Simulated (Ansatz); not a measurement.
Cost and result for the atomization energy of C$_{3}$H$_{6}$N$_{2}$ (`CN1C=NC1`) (11 atoms, 11 bonds).

Cartesian coordinates in Å:
```
C -1.3889 -0.0631 0.1960
N -0.1019 0.2982 -0.3395
C 0.7530 -0.5589 -1.0123
N 1.8779 -0.3190 -0.4306
C 1.1059 0.5522 0.4763
H -1.3425 -0.8864 0.9229
H -1.8399 0.8043 0.6815
H -2.0464 -0.3632 -0.6227
H 0.5199 -1.2138 -1.8495
H 1.0359 0.1532 1.4911
H 1.4268 1.5964 0.4868
```

Charge 0, multiplicity 1. The geometry is a stationary point of PBE0-D4/def2-TZVP. Program: Ansatz. All runs use 4 threads of an Arm Neoverse V2 on a shared host. Times are those of one run each, without the atoms' runs, and a repeat can differ threefold. Electronic energies, without spin–orbit coupling; frozen cores. CCSD(T)/CBS adds CCSD(T) − MP2 in def2-TZVPP to the MP2 limit, and its time is that of the two runs behind it. T1 = 0.013. B3LYP takes the VWN-RPA correlation (the form of Gaussian; ORCA's B3LYP/G).

CCSD(T)/CBS is a level of theory with its own doubt, some kJ/mol a heavy atom from the limit and from the frozen cores, so smaller differences don't rank the functionals.

```csv
level,functions,wall time
PBE0-D4/def2-TZVPP,239,2.2 s
PBE-D4/def2-TZVPP (with forces),239,2.6 s
B3LYP-D4/def2-TZVPP (with forces),239,3.7 s
r2SCAN-D4/def2-TZVPP (with forces),239,4.2 s
B2PLYP/def2-TZVPP,239,4.8 s
ωB97X-V/def2-TZVPP,239,6 s
ωB97M-V/def2-TZVPP (with forces),239,8.5 s
MP2/def2-QZVPP,465,21 s
CCSD(T)/def2-TZVPP,239,2.1 min
CCSD(T)/CBS(def2),–,2.5 min
```

**Question.** What atomization energy does each give, and how far from CCSD(T)/CBS? (Best estimate.)

**Answer.** Computed: 
| level | atomization (kJ/mol) | difference from CCSD(T)/CBS | per bond |
| --- | --- | --- | --- |
| PBE0-D4/def2-TZVPP | 4412.8 | 66.8 | 6.1 |
| PBE-D4/def2-TZVPP (with forces) | 4535.2 | 189.2 | 17.2 |
| B3LYP-D4/def2-TZVPP (with forces) | 4379.1 | 33.1 | 3.0 |
| r2SCAN-D4/def2-TZVPP (with forces) | 4357.6 | 11.6 | 1.1 |
| B2PLYP/def2-TZVPP | 4323.8 | -22.2 | -2.0 |
| ωB97X-V/def2-TZVPP | 4383.5 | 37.5 | 3.4 |
| ωB97M-V/def2-TZVPP (with forces) | 4381.7 | 35.7 | 3.3 |
| MP2/def2-QZVPP | 4381.6 | 35.6 | 3.2 |
| CCSD(T)/def2-TZVPP | 4219.7 | -126.3 | -11.5 |
| CCSD(T)/CBS(def2) | 4346.0 | 0.0 | 0.0 |

From PBE to PBE0 (25 % exact exchange), in def2-TZVPP and without D4, the atomization energy moves by −119.1 kJ/mol: exact exchange takes away binding that semilocal exchange gives to molecules. In def2-TZVPP, CCSD(T) changes the Hartree–Fock value by +1260.5 kJ/mol (the triples alone add +85.3 kJ/mol) and MP2 by +1347.4 kJ/mol; breaking electron pairs costs correlation energy, which Hartree–Fock lacks. The D4 term adds +30.6 kJ/mol with B3LYP and +15.9 kJ/mol with PBE0; it sums over pairs of atoms, weighted by their polarisabilities, and B3LYP, whose exchange is more repulsive, gets the larger term.
